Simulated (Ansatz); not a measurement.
Two shapes of singlet C₂H₂O₂.

Shape 1:

```xyz
6

C     0.0000    0.0244   -0.7597
C     0.0000   -0.0244    0.7597
O     0.0000    1.0643   -1.3573
O     0.0000   -1.0643    1.3573
H     0.0000   -0.9801   -1.2524
H     0.0000    0.9801    1.2524
```

Shape 2:

```xyz
6

C    -0.0351   -0.0026   -0.7365
C    -0.0328   -0.0217    0.7973
O    -0.0158    1.0540   -1.3110
O     0.0160   -1.0932    1.3198
H    -0.0497   -0.9753   -1.2493
H    -0.0296    0.9972    1.2889
```

Basis set: 6-31G* (spherical functions). Frozen core: 4 orbitals. Charge 0, multiplicity 1.

Computed with Ansatz (development build ahead of 0.2.0); each method stands on the lowest determinant of its kind that the runs found.

Question: Which shape is lower in energy, and by how much in each method?

Answer:

```csv
method,E(2) − E(1) (eV)
RHF,0.048
RHF-MP2,0.073
```

Shape 1 is lower.
